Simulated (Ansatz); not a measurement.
**HF with CH4: superposition error and deformation**

Aim: split the binding of a pair into the counterpoise interaction, the basis-set superposition error and the cost of deforming the fragments.

The runs use Ansatz 0.2.0, Gaussian basis; PBE0-D4 structures, single points in def2-TZVPPD.

Levels: PBE-D4, revPBE-D4, BLYP-D4, r2SCAN-D4, B97M-V, PBE0-D4, B3LYP-D4, HSE06-D4, wB97X-V, wB97M-V, B2PLYP, Hartree-Fock, MP2, CCSD, CCSD(T).

Cores are frozen in the correlated methods. B3LYP uses VWN-RPA correlation. B2PLYP carries no dispersion term here.

129 further runs of the same task are left out: 129 set aside as unsound or not needed.

### 1 Where the work starts

The relaxed pair: 7 atoms, charge 0, spin multiplicity 1.

Atoms are counted from 1 here; the program's logs count them from 0.

Bond lengths: F1–H2 0.923 Å, C3–H4 1.091 Å, C3–H5 1.089 Å, C3–H6 1.091 Å, C3–H7 1.091 Å. Angles: H4–C3–H5 108.6°, H4–C3–H6 110.4°, H4–C3–H7 110.4°, H5–C3–H6 108.6°, H5–C3–H7 108.6°, H6–C3–H7 110.4°.

Geometry (Å):

```xyz
7
charge 0, multiplicity 1
F    -0.09081    0.07808   -2.40506
H    -0.05741    0.04880   -1.48293
C     0.02926   -0.02502    0.76824
H     0.96249    0.40448    0.40008
H     0.06922   -0.05993    1.85590
H    -0.09486   -1.04205    0.39240
H    -0.81789    0.59574    0.47147
```

Atoms 1 to 2 are fragment A (HF), the rest fragment B (CH4). From earlier runs, pair energy (eV) and counterpoise interaction (kJ/mol):

```
   method      E(pair)  interaction
   PBE-D4  -3833.13672        -8.57
revPBE-D4  -3836.43690        -5.66
  BLYP-D4  -3836.55652        -5.55
r2SCAN-D4  -3835.53296        -8.97
   B97M-V  -3836.42957        -7.45
  PBE0-D4  -3833.41520        -7.93
 B3LYP-D4  -3837.84603        -6.35
 HSE06-D4  -3833.21847        -7.94
  wB97X-V  -3836.14857        -7.17
  wB97M-V  -3835.69135        -7.18
   B2PLYP  -3834.89770        -5.06
      MP2  -3830.13177        -5.77
  CCSD(T)  -3831.09834        -5.90
```

First each fragment is run alone in its own basis, frozen in the shape it has in the pair (a, b).

### 2 PBE-D4/def2-TZVPPD

a/in.yaml reads:

```yaml
crystal:
  periodic: [false, false, false]
  atoms:
    - {symbol: F, position_ang: [-0.090811, 0.078077, -2.405064]}
    - {symbol: H, position_ang: [-0.057414, 0.048796, -1.482926]}
basis:
  gaussian: {orbitals: "def2-TZVPPD.json"}
hamiltonian: {xc: pbe, dispersion: d4}
```

b/in.yaml reads:

```yaml
crystal:
  periodic: [false, false, false]
  atoms:
    - {symbol: C, position_ang: [0.029257, -0.025023, 0.768243]}
    - {symbol: H, position_ang: [0.962495, 0.404478, 0.400081]}
    - {symbol: H, position_ang: [0.069220, -0.059926, 1.855897]}
    - {symbol: H, position_ang: [-0.094860, -1.042046, 0.392398]}
    - {symbol: H, position_ang: [-0.817887, 0.595745, 0.471471]}
basis:
  gaussian: {orbitals: "def2-TZVPPD.json"}
hamiltonian: {xc: pbe, dispersion: d4}
```

The basis file named in the input lies beside it (Basis Set Exchange, JSON).

The same command starts each run, in its folder.

Command:

```console
> ansatz run in.yaml --threads 2 --pin off --events-out ev --progress --plain --max-ram 5222MiB
```

Output in a:

```text
Functional definition: PBE
  name "PBE"
  cite "Perdew, Burke & Ernzerhof, Phys. Rev. Lett. 77, 3865 (1996) doi:10.1103/PhysRevLett.77.3865"
  parent pbe
  parameter kappa = 0.804
  parameter beta = 0.06672455060314922
  exchange = pbe_x(kappa = kappa, mu = beta*pi^2/3)
  correlation = pbe_c(beta = beta)
256 factors; their error is unknown
mean field evaluation 1: about -2730.2497 eV, gradient 3.5e1 eV
mean field evaluation 2: about -2724.0736 eV, gradient 7.5e1 eV
mean field evaluation 4: about -2731.9322 eV, gradient 4.9e-1 eV
mean field evaluation 8: about -2731.9313 eV, gradient 1.2e-1 eV
mean field -2731.93131049 eV, -100.3966238909 hartree, gradient 3.7e-5 eV, S^2 0.000000; 0 other end points of the search recorded, 0 dependent functions left out
reference -2731.93134821 eV, -100.3966252771 hartree; 5, 5 occupied and 52, 52 virtual orbitals, 256 factors
Total energy: -2731.93324339 eV, -100.3966949237 hartree
```

Log of b, shortened:

```text
[... 4 set-up lines as earlier in the session ...]
[...]
410 factors; their error is unknown
[...]
mean field -1101.08865540 eV, -40.4642617411 hartree, gradient 7.0e-6 eV, S^2 0.000000; 0 other end points of the search recorded, 0 dependent functions left out
reference -1101.08868651 eV, -40.4642628846 hartree; 5, 5 occupied and 100, 100 virtual orbitals, 410 factors
Total energy: -1101.11246040 eV, -40.4651365589 hartree
```

Times: 0.25 s (a), 0.65 s (b) on 2 threads of Arm Neoverse N1, shared host.

### 3 r2SCAN-D4/def2-TZVPPD

The same edit goes into each in.yaml of step 2 (a, b):

```diff
-hamiltonian: {xc: pbe, dispersion: d4}
+hamiltonian: {xc: r2scan, dispersion: d4}
```

One command serves all of them, each in its own folder.

Command:

```console
> ansatz run in.yaml --threads 2 --pin off --events-out ev --progress --plain --max-ram 5222MiB
```

a printed, shortened:

```text
Functional definition: r2SCAN
  name "r2SCAN"
  cite "Furness, Kaplan, Ning, Perdew & Sun, J. Phys. Chem. Lett. 11, 8208 (2020) doi:10.1021/acs.jpclett.0c02405"
  cite "Furness, Kaplan, Ning, Perdew & Sun, J. Phys. Chem. Lett. 11, 9248 (2020) doi:10.1021/acs.jpclett.0c03077"
  parent r2scan
[...]
256 factors; their error is unknown
[...]
mean field -2733.34935190 eV, -100.4487359517 hartree, gradient 7.3e-6 eV, S^2 0.000000; 0 other end points of the search recorded, 0 dependent functions left out
reference -2733.34936500 eV, -100.4487364332 hartree; 5, 5 occupied and 52, 52 virtual orbitals, 256 factors
Total energy: -2733.34982285 eV, -100.4487532588 hartree
```

Log of b, shortened:

```text
[... 5 set-up lines as earlier in the session ...]
[...]
410 factors; their error is unknown
[...]
mean field -1102.08283876 eV, -40.5007973058 hartree, gradient 8.1e-6 eV, S^2 0.000000; 0 other end points of the search recorded, 0 dependent functions left out
reference -1102.08284634 eV, -40.5007975842 hartree; 5, 5 occupied and 100, 100 virtual orbitals, 410 factors
Total energy: -1102.08849737 eV, -40.5010052560 hartree
```

They took 0.8 s (a), 1.5 s (b) on 2 threads of Arm Neoverse N1, shared host.

### 4 PBE0-D4/def2-TZVPPD

The same edit goes into each in.yaml of step 3 (a, b):

```diff
-hamiltonian: {xc: r2scan, dispersion: d4}
+hamiltonian: {xc: pbe0, dispersion: d4}
+output: {orbitals: {seedname: orbitals}}
```

The same command starts each run, in its folder.

Command:

```console
> ansatz run in.yaml --threads 2 --pin off --events-out ev --progress --plain --max-ram 5222MiB
```

a printed, shortened:

```text
Functional definition: PBE0
  name "PBE0"
  cite "Adamo & Barone, J. Chem. Phys. 110, 6158 (1999) doi:10.1063/1.478522"
[... 2 set-up lines as earlier in the session ...]
[...]
256 factors; their error is unknown
[...]
mean field -2731.92077083 eV, -100.3962365656 hartree, gradient 2.9e-5 eV, S^2 0.000000; 0 other end points of the search recorded, 0 dependent functions left out
reference -2731.92079897 eV, -100.3962375997 hartree; 5, 5 occupied and 52, 52 virtual orbitals, 256 factors
Total energy: -2731.92231330 eV, -100.3962932503 hartree
```

b printed, shortened:

```text
[... 5 set-up lines as earlier in the session ...]
[...]
410 factors; their error is unknown
[...]
mean field -1101.38993671 eV, -40.4753336252 hartree, gradient 4.0e-5 eV, S^2 0.000000; 0 other end points of the search recorded, 0 dependent functions left out
reference -1101.38995789 eV, -40.4753344037 hartree; 5, 5 occupied and 100, 100 virtual orbitals, 410 factors
Total energy: -1101.40905089 eV, -40.4760360583 hartree
```

They took 0.3 s (a), 0.7 s (b) on 2 threads of Arm Neoverse N1, shared host.

### 5 B3LYP-D4/def2-TZVPPD

The same edit goes into each in.yaml of step 4 (a, b):

```diff
-hamiltonian: {xc: pbe0, dispersion: d4}
-output: {orbitals: {seedname: orbitals}}
+hamiltonian: {xc: {name: B3LYP}, dispersion: d4}
```

The same command starts each run, in its folder.

Command:

```console
> ansatz run in.yaml --threads 2 --pin off --events-out ev --progress --plain --max-ram 5222MiB
```

Output in a, shortened:

```text
Functional definition: B3LYP
  name "B3LYP"
  cite "Stephens, Devlin, Chabalowski & Frisch, J. Phys. Chem. 98, 11623 (1994) doi:10.1021/j100096a001"
  cite "Becke, Phys. Rev. A 38, 3098 (1988) doi:10.1103/PhysRevA.38.3098"
  cite "Lee, Yang & Parr, Phys. Rev. B 37, 785 (1988) doi:10.1103/PhysRevB.37.785"
  cite "Vosko, Wilk & Nusair, Can. J. Phys. 58, 1200 (1980) doi:10.1139/p80-159"
[...]
256 factors; their error is unknown
[...]
mean field -2734.61364071 eV, -100.4951977086 hartree, gradient 8.1e-5 eV, S^2 0.000000; 0 other end points of the search recorded, 0 dependent functions left out
reference -2734.61381607 eV, -100.4952041526 hartree; 5, 5 occupied and 52, 52 virtual orbitals, 256 factors
Total energy: -2734.61680782 eV, -100.4953140976 hartree
```

Log of b, shortened:

```text
[... 6 set-up lines as earlier in the session ...]
[...]
410 factors; their error is unknown
[...]
mean field -1103.12340070 eV, -40.5390372518 hartree, gradient 5.4e-5 eV, S^2 0.000000; 0 other end points of the search recorded, 0 dependent functions left out
reference -1103.12359059 eV, -40.5390442302 hartree; 5, 5 occupied and 100, 100 virtual orbitals, 410 factors
Total energy: -1103.16140723 eV, -40.5404339662 hartree
```

They took 0.35 s (a), 0.85 s (b) on 2 threads of Arm Neoverse N1, shared host.

### 6 wB97X-V/def2-TZVPPD

The same edit goes into each in.yaml of step 5 (a, b):

```diff
-hamiltonian: {xc: {name: B3LYP}, dispersion: d4}
+hamiltonian: {xc: {name: wB97X-V}}
```

One command serves all of them, each in its own folder.

Command:

```console
> ansatz run in.yaml --threads 2 --pin off --events-out ev --progress --plain --max-ram 5222MiB
```

Output in a, shortened:

```text
Functional definition: wB97X-V
  name "wB97X-V"
  cite "Mardirossian & Head-Gordon, Phys. Chem. Chem. Phys. 16, 9904 (2014) doi:10.1039/C3CP54374A"
  cite "Becke, J. Chem. Phys. 107, 8554 (1997) doi:10.1063/1.475007"
  cite "Vydrov & Van Voorhis, J. Chem. Phys. 133, 244103 (2010) doi:10.1063/1.3521275"
[...]
      + integral(e_c_pw_opposite_spin*poly(b97_u_opposite, cos0, cos1)) + vv10(b, c)
256 factors; their error is unknown
78 factors; integrals over basis functions are off by at most 2.5e-5 eV
[...]
mean field -2733.56414538 eV, -100.4566294666 hartree, gradient 1.3e-5 eV, S^2 0.000000; 0 other end points of the search recorded, 0 dependent functions left out
reference -2733.56414356 eV, -100.4566293994 hartree; 5, 5 occupied and 52, 52 virtual orbitals, 256 factors
Total energy: -2733.56414356 eV, -100.4566293994 hartree
```

Output in b, shortened:

```text
[... 5 set-up lines as earlier in the session ...]
[...]
      + integral(e_c_pw_opposite_spin*poly(b97_u_opposite, cos0, cos1)) + vv10(b, c)
410 factors; their error is unknown
151 factors; integrals over basis functions are off by at most 1.9e-5 eV
[...]
mean field -1102.50850230 eV, -40.5164401524 hartree, gradient 7.6e-5 eV, S^2 0.000000; 0 other end points of the search recorded, 0 dependent functions left out
reference -1102.50850098 eV, -40.5164401040 hartree; 5, 5 occupied and 100, 100 virtual orbitals, 410 factors
Total energy: -1102.50850098 eV, -40.5164401040 hartree
```

Wall times: 0.85 s (a), 2.5 s (b) on 2 threads of Arm Neoverse N1, shared host.

### 7 wB97M-V/def2-TZVPPD

Each input of step 6 (a, b) changes in the same lines:

```diff
-hamiltonian: {xc: {name: wB97X-V}}
+hamiltonian: {xc: {name: wB97M-V}}
```

One command serves all of them, each in its own folder.

Command:

```console
> ansatz run in.yaml --threads 2 --pin off --events-out ev --progress --plain --max-ram 5222MiB
```

a printed, shortened:

```text
Functional definition: wB97M-V
  name "wB97M-V"
  cite "Mardirossian & Head-Gordon, J. Chem. Phys. 144, 214110 (2016) doi:10.1063/1.4952647"
[... 2 set-up lines as earlier in the session ...]
  # Of w^i u^j: cxij and so on, Table III.
[...]
  gx(w, u) = 1 - cx + cx01*u + cx10*w
[...]
      + integral(e_c_pw_mod_opposite_spin*gos(b97_w_opposite, b97_u_opposite)) + vv10(b, c)
256 factors; their error is unknown
78 factors; integrals over basis functions are off by at most 2.5e-5 eV
[...]
mean field -2733.75159403 eV, -100.4635180770 hartree, gradient 6.5e-5 eV, S^2 0.000000; 0 other end points of the search recorded, 0 dependent functions left out
reference -2733.75163875 eV, -100.4635197205 hartree; 5, 5 occupied and 52, 52 virtual orbitals, 256 factors
Total energy: -2733.75163875 eV, -100.4635197205 hartree
```

Log of b, shortened:

```text
[... 5 set-up lines as earlier in the session ...]
  # Of w^i u^j: cxij and so on, Table III.
[...]
  gx(w, u) = 1 - cx + cx01*u + cx10*w
[...]
      + integral(e_c_pw_mod_opposite_spin*gos(b97_w_opposite, b97_u_opposite)) + vv10(b, c)
410 factors; their error is unknown
151 factors; integrals over basis functions are off by at most 1.9e-5 eV
[...]
mean field -1101.86359555 eV, -40.4927402663 hartree, gradient 4.3e-5 eV, S^2 0.000000; 0 other end points of the search recorded, 0 dependent functions left out
reference -1101.86362827 eV, -40.4927414689 hartree; 5, 5 occupied and 100, 100 virtual orbitals, 410 factors
Total energy: -1101.86362827 eV, -40.4927414689 hartree
```

Times: 0.85 s (a), 2.5 s (b) on 2 threads of Arm Neoverse N1, shared host.

### 8 B2PLYP/def2-TZVPPD

The same edit goes into each in.yaml of step 7 (a, b):

```diff
-hamiltonian: {xc: {name: wB97M-V}}
+hamiltonian: {xc: {name: B2PLYP}}
```

One command serves all of them, each in its own folder.

Command:

```console
> ansatz run in.yaml --threads 2 --pin off --events-out ev --progress --plain --max-ram 5222MiB
```

Output in a, shortened:

```text
Functional definition: B2PLYP
  name "B2PLYP"
  cite "Grimme, J. Chem. Phys. 124, 034108 (2006) doi:10.1063/1.2148954"
[... 2 set-up lines as earlier in the session ...]
[...]
352 factors; integrals over basis functions are off by at most 1.2e-3 eV
[...]
mean field -2730.77072259 eV, -100.3539730722 hartree, gradient 3.2e-6 eV, S^2 0.000000; 0 other end points of the search recorded, 0 dependent functions left out
1 core orbitals not correlated: weight in the atoms' cores, before any rotation towards them, 1.000 or more for the frozen orbitals, at most 0.000 for the correlated occupied ones
reference -2730.77082836 eV, -100.3539769593 hartree; 4, 4 occupied and 52, 52 virtual orbitals, 352 factors
second order -8.71648375 eV of doubles, -0.00000000 eV of singles
Total energy: -2733.12427897 eV, -100.4404646741 hartree
```

Output in b, shortened:

```text
[... 5 set-up lines as earlier in the session ...]
[...]
575 factors; integrals over basis functions are off by at most 9.9e-4 eV
[...]
mean field -1099.96953685 eV, -40.4231348930 hartree, gradient 6.7e-7 eV, S^2 0.000000; 0 other end points of the search recorded, 0 dependent functions left out
1 core orbitals not correlated: weight in the atoms' cores, before any rotation towards them, 1.000 or more for the frozen orbitals, at most 0.000 for the correlated occupied ones
reference -1099.96964949 eV, -40.4231390327 hartree; 4, 4 occupied and 100, 100 virtual orbitals, 575 factors
second order -6.46666835 eV of doubles, -0.00000000 eV of singles
Total energy: -1101.71564995 eV, -40.4873033659 hartree
```

They took 0.45 s (a), 1.2 s (b) on 2 threads of Arm Neoverse N1, shared host.

### 9 BLYP-D4/def2-TZVPPD

The same edit goes into each in.yaml of step 8 (a, b):

```diff
-hamiltonian: {xc: {name: B2PLYP}}
+hamiltonian: {xc: {name: BLYP}, dispersion: d4}
```

One command serves all of them, each in its own folder.

Command:

```console
> ansatz run in.yaml --threads 2 --pin off --events-out ev --progress --plain --max-ram 5222MiB
```

Output in a, shortened:

```text
Functional definition: BLYP
  name "BLYP"
[... 2 set-up lines as earlier in the session ...]
[...]
256 factors; their error is unknown
[...]
mean field -2734.33071694 eV, -100.4848004517 hartree, gradient 4.4e-5 eV, S^2 0.000000; 0 other end points of the search recorded, 0 dependent functions left out
reference -2734.33095376 eV, -100.4848091545 hartree; 5, 5 occupied and 52, 52 virtual orbitals, 256 factors
Total energy: -2734.33553888 eV, -100.4849776545 hartree
```

Log of b, shortened:

```text
[... 4 set-up lines as earlier in the session ...]
[...]
410 factors; their error is unknown
[...]
mean field -1102.10366343 eV, -40.5015625985 hartree, gradient 1.2e-5 eV, S^2 0.000000; 0 other end points of the search recorded, 0 dependent functions left out
reference -1102.10393273 eV, -40.5015724948 hartree; 5, 5 occupied and 100, 100 virtual orbitals, 410 factors
Total energy: -1102.16105590 eV, -40.5036717327 hartree
```

Times: 0.35 s (a), 0.9 s (b) on 2 threads of Arm Neoverse N1, shared host.

### 10 revPBE-D4/def2-TZVPPD

The same edit goes into each in.yaml of step 9 (a, b):

```diff
-hamiltonian: {xc: {name: BLYP}, dispersion: d4}
+hamiltonian: {xc: {name: revPBE}, dispersion: d4}
```

The same command starts each run, in its folder.

Command:

```console
> ansatz run in.yaml --threads 2 --pin off --events-out ev --progress --plain --max-ram 5222MiB
```

a printed, shortened:

```text
Functional definition: revPBE
  name "revPBE"
  cite "Zhang & Yang, Phys. Rev. Lett. 80, 890 (1998) doi:10.1103/PhysRevLett.80.890"
[... 1 set-up line as earlier in the session ...]
[...]
256 factors; their error is unknown
[...]
mean field -2733.67995808 eV, -100.4608855045 hartree, gradient 5.1e-6 eV, S^2 0.000000; 0 other end points of the search recorded, 0 dependent functions left out
reference -2733.68000496 eV, -100.4608872274 hartree; 5, 5 occupied and 52, 52 virtual orbitals, 256 factors
Total energy: -2733.68943351 eV, -100.4612337204 hartree
```

Output in b, shortened:

```text
[... 4 set-up lines as earlier in the session ...]
[...]
410 factors; their error is unknown
[...]
mean field -1102.57616197 eV, -40.5189265994 hartree, gradient 6.4e-6 eV, S^2 0.000000; 0 other end points of the search recorded, 0 dependent functions left out
reference -1102.57620189 eV, -40.5189280665 hartree; 5, 5 occupied and 100, 100 virtual orbitals, 410 factors
Total energy: -1102.68668794 eV, -40.5229883538 hartree
```

Times: 0.3 s (a), 0.7 s (b) on 2 threads of Arm Neoverse N1, shared host.

[end of part 1 of 3]
